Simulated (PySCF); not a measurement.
Compound: 1,1,1,2-tetrafluoroethane, C₂H₂F₄.
Bonds: F1–C2, C2–C3, C3–F4, C3–F5, C3–F6. Hydrogens: H7, H8 on C2.

Computed by this run: PBE0-D3(BJ)/def2-TZVP geometry optimisation, gas phase (PySCF); density fitting, grid level 2; the optimiser is geomeTRIC in internal coordinates, started from a GFN2-xTB structure with every atom displaced at random (about 0.01 Å).

Step 1: E = -12967.1311 eV
```
atom  x, y, z in Å  |  force x, y, z in eV/Å
F1     -0.1634   -1.4642   -0.8261    0.224  -0.699  -0.335
C2      0.5828   -0.4233   -0.3774   -0.157   0.457   0.260
C3     -0.4284    0.4370    0.3651   -0.003  -0.192   0.127
F4     -0.9306   -0.2213    1.4153    0.072   0.129   0.000
F5     -1.4318    0.6840   -0.4743   -0.218   0.372   0.075
F6      0.0581    1.6004    0.8033    0.144  -0.164  -0.134
H7      0.9713    0.1488   -1.2222    0.089  -0.010  -0.023
H8      1.3958   -0.7812    0.2628   -0.150   0.106   0.030
```

Step 2: E = -12967.2064 eV
```
atom  x, y, z in Å  |  force x, y, z in eV/Å
F1     -0.0873   -1.5276   -0.8691    0.049  -0.007   0.007
C2      0.5653   -0.4284   -0.3844   -0.159   0.090  -0.013
C3     -0.4465    0.4341    0.3623   -0.162  -0.255  -0.058
F4     -0.9382   -0.2038    1.4283    0.048   0.016  -0.060
F5     -1.4706    0.7388   -0.4369   -0.007   0.023   0.026
F6      0.0946    1.5765    0.7844    0.238  -0.014  -0.032
H7      0.9713    0.1463   -1.2206    0.012   0.030   0.042
H8      1.3649   -0.7557    0.2825   -0.018   0.117   0.088
```

Step 3: E = -12967.2204 eV
```
atom  x, y, z in Å  |  force x, y, z in eV/Å
F1     -0.0651   -1.5451   -0.8762    0.066   0.073   0.035
C2      0.5519   -0.4267   -0.3872   -0.065  -0.115  -0.084
C3     -0.4554    0.4237    0.3548   -0.086  -0.179  -0.111
F4     -0.9379   -0.2096    1.4256   -0.028   0.075  -0.035
F5     -1.4846    0.7548   -0.4276    0.049   0.022   0.113
F6      0.1406    1.5450    0.7641    0.018   0.127   0.074
H7      0.9627    0.1579   -1.2138    0.004  -0.015   0.005
H8      1.3415   -0.7198    0.3069    0.042   0.012   0.003
```

Problem. Estimate the geometry and energy of step 4. (The exact step hangs on the optimiser's Hessian estimate; all steps are aligned on step 3, rigid shifts and turns removed.)

Solution. E = -12967.2220 eV, largest force 0.102 eV/Å
```
atom  x, y, z in Å  |  force x, y, z in eV/Å
F1     -0.0575   -1.5508   -0.8752    0.020   0.022   0.018
C2      0.5516   -0.4293   -0.3897   -0.030  -0.052  -0.013
C3     -0.4566    0.4212    0.3530   -0.097  -0.031  -0.005
F4     -0.9456   -0.2058    1.4233    0.014  -0.016  -0.004
F5     -1.4865    0.7625   -0.4212    0.038   0.003  -0.005
F6      0.1429    1.5420    0.7676    0.039   0.060   0.026
H7      0.9609    0.1548   -1.2168   -0.001   0.002  -0.007
H8      1.3445   -0.7143    0.3055    0.016   0.011  -0.010
```

The energy changes by -0.0016 eV. The first-order estimate −F·Δx gives -0.0029 eV and the mean of the old and new forces, exact on a quadratic surface, -0.0016 eV. The step makes an angle of 66° with the force vector and moves no atom by more than 0.010 Å.

What follows is the cost of the whole optimisation. Hardware: one thread, Intel Xeon 6975P-C (x86_64), no GPU (shared host). Cost: 76 s wall, 0.85 GiB resident at most.
